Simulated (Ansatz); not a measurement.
The input, for Ansatz 0.2.0:

```yaml
crystal:
  periodic: [false, false, false]
  atoms:
    - {symbol: Cl, position_ang: [0.000000, 0.000000, 0.000000]}
    - {symbol: Mg, position_ang: [0.000000, 0.000000, 2.296700]}
basis:
  gaussian: {orbitals: cc-pVDZ}
magnetization: {spin_polarized: false, initial_magnetization: 1}
hamiltonian: {xc: pbe}
correlation: {method: fic_mrcisd_q, electrons: all, active_space: {window: {electrons: 3, orbitals: 3}}}
scf: {lower_state_search: full}
```

```sh
$ ansatz run in.yaml --threads 1 --pin off --events-out ev --progress --plain --max-ram 2393MiB
```

Problem. One thing in this input was set wrong on purpose, beside settings that are merely unusual. What is the gravest fault, and what does the program do?

Solution. Active space on a functional. How the run ends: refused.
```
Error: invalid value for `correlation.active_space`: it starts from restricted Hartree–Fock orbitals; set hamiltonian.xc: hf without magnetization.spin_polarized
```
